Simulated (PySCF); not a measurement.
Compound: C4H4O.
Atom-mapped SMILES: `[CH2:1]=[CH:2][CH:3]=[C:4]=[O:5]` (hydrogens: H6, H7 on C1; H8 on C2; H9 on C3)

The same species was optimised twice, with GFN2-xTB and with PBE0-D3(BJ)/def2-SVP (PySCF), and the same property calculations (PySCF, gas phase) were run on both structures.

```csv
coordinate,GFN2-xTB,PBE0-D3(BJ)/def2-SVP,change
C3=C4 (Å),1.300,1.325,+0.025
C1–H7 (Å),1.077,1.094,+0.017
C1–H6 (Å),1.075,1.091,+0.016
C3–H9 (Å),1.079,1.094,+0.015
C2–H8 (Å),1.081,1.095,+0.014
C1=C2 (Å),1.328,1.340,+0.012
C2–C3 (Å),1.451,1.455,+0.004
C4=O5 (Å),1.162,1.160,-0.002
C4–C3–H9 (°),118.1,115.1,-3.0
C2–C3–H9 (°),117.8,120.7,+2.9
C1–C2–H8 (°),120.6,119.0,-1.6
C1–C2–C3 (°),123.6,124.7,+1.1
H6–C1–H7 (°),116.7,117.4,+0.7
C3–C4–O5 (°),179.9,179.4,-0.5
C3–C2–H8 (°),115.8,116.3,+0.5
C2–C1–H7 (°),122.0,121.6,-0.4
C1–C2–C3–C4 (°),180,180,0
```

Rotational constants: A = 41578, B = 2411, C = 2279 MHz (GFN2-xTB) against A = 41073, B = 2362, C = 2234 MHz (PBE0-D3(BJ)/def2-SVP). Point groups within 0.08 Å: Cs and Cs.

On the GFN2-xTB structure: lowest singlet, TDDFT (eV) 3.38 [CAM-B3LYP/def2-SVPD]; lowest triplet, Tamm–Dancoff (eV) 3.06 [CAM-B3LYP/def2-SVPD]; isotropic polarisability (au) 55.0 [CAM-B3LYP/def2-SVPD]; HOMO (eV) -7.68 [CAM-B3LYP/def2-SVPD]; LUMO (eV) -0.05 [CAM-B3LYP/def2-SVPD]; dipole (D) 1.19 [CAM-B3LYP/def2-SVPD].

**Question.** What do these properties become on the PBE0-D3(BJ)/def2-SVP structure?

**Answer.** 
```tsv
property	level	on GFN2-xTB	on PBE0-D3(BJ)/def2-SVP	change
lowest singlet, TDDFT (eV)	CAM-B3LYP/def2-SVPD	3.38	3.33	-0.05
lowest triplet, Tamm–Dancoff (eV)	CAM-B3LYP/def2-SVPD	3.06	3.02	-0.04
isotropic polarisability (au)	CAM-B3LYP/def2-SVPD	55.0	56.4	+1.4
HOMO (eV)	CAM-B3LYP/def2-SVPD	-7.68	-7.61	+0.07
LUMO (eV)	CAM-B3LYP/def2-SVPD	-0.05	-0.07	-0.02
dipole (D)	CAM-B3LYP/def2-SVPD	1.19	1.03	-0.16
energy, GFN2-xTB geometry as zero (kcal/mol)	CAM-B3LYP/def2-SVPD	0.0	-0.9	-0.9
```

The heavy atoms differ by 0.019 Å rms after alignment. Among all bonds C3=C4 changes most (+0.025 Å). Changes are differences of the printed values. Neither structure is proved a minimum here.

Shape of the structure used: `[CH2:1]=[CH:2][CH:3]=[C:4]=[O:5]`: C1–C2–C3–C4 180°.
